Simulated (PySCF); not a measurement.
Process, species as SMILES: FS(=O)F + 3 [H][H] (H2) → 2 F (HF) + O (H2O) + S (H2S)
B3LYP-D3(BJ)/def2-TZVP geometries, fixed; electronic energies without zero-point terms.

How fast the energy of full hydrogenation converges with the basis for several methods (PySCF): deviation from each method's own reference, in kcal/mol. References: HF -77.55 kcal/mol, the value in pcseg-3; M06-2X -61.27 kcal/mol, the value in pcseg-3; PBE -51.36 kcal/mol, the value in pcseg-3. All functions are spherical. Density fitting with generated auxiliary sets. In sets without p functions on hydrogen, species with hydrogen take exact integrals. No added dispersion term, no relativity. 

```json
[
 {"basis": "3-21G", "functions": "40", "HF": "-53.27", "M06-2X": "-29.82", "PBE": "…"},
 {"basis": "def2-SV(P)", "functions": "60", "HF": "3.05", "M06-2X": "14.34", "PBE": "…"},
 {"basis": "6-31G**", "functions": "60", "HF": "-13.31", "M06-2X": "-0.08", "PBE": "…"},
 {"basis": "aug-cc-pV(D+d)Z", "functions": "101", "HF": "-22.84", "M06-2X": "-16.71", "PBE": "…"},
 {"basis": "6-311++G(2d,2p)", "functions": "116", "HF": "-23.59", "M06-2X": "-17.94", "PBE": "…"},
 {"basis": "def2-TZVPD", "functions": "166", "HF": "-0.33", "M06-2X": "0.55", "PBE": "…"},
 {"basis": "aug-pcseg-2", "functions": "188", "HF": "-3.80", "M06-2X": "-2.66", "PBE": "…"},
 {"basis": "cc-pV(Q+d)Z", "functions": "229", "HF": "0.16", "M06-2X": "1.86", "PBE": "…"}
]
```

Problem. What belongs in the gaps?

Solution. 
- 3-21G, PBE: -11.37
- def2-SV(P), PBE: 24.62
- 6-31G**, PBE: 7.73
- aug-cc-pV(D+d)Z, PBE: -17.92
- 6-311++G(2d,2p), PBE: -17.07
- def2-TZVPD, PBE: 0.61
- aug-pcseg-2, PBE: -4.12
- cc-pV(Q+d)Z, PBE: 3.75

Mean absolute deviation over 6-311++G(2d,2p), def2-TZVPD, aug-pcseg-2: M06-2X 7.05, PBE 7.27, HF 9.24 kcal/mol.
